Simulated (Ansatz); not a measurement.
C2HF2N, SMILES `FC1=C(F)N1`. The species carries charge 0 and has multiplicity 1.

Z-matrix (Å, degrees):
```
C
C 1 1.262
F 1 1.291 2 157.1
N 1 1.494 2 65.0 3 158.5
F 2 1.291 1 157.1 3 -0.1
H 4 1.025 1 108.8 2 99.1
```

Q: What are the harmonic wavenumbers in cm⁻¹ at PBE0-D4/def2-TZVP (Ansatz, finite differences of forces, unscaled)? (Best estimate.)

A: The calculation gave: 202, 311, 361, 471, 687, 804, 1138, 1203, 1312, 1387, 2187, 3332.

Q: Is this a minimum?

A: Yes, all 12 modes are real.

Q: Give the ideal-gas thermochemistry at 298.15 K and 1 bar (rigid rotor, harmonic oscillator; point group Cs, symmetry number 1).

A: Zero-point energy 80.1 kJ/mol; H(298) − E = 94.8 kJ/mol; entropy 293.7 J/(mol·K), of which translation 163.0, rotation 105.6, vibration 25.1; G(298) − E = 7.2 kJ/mol.

Q: Rotational constants (cm⁻¹)?

A: 0.4368, 0.1235, 0.09739.
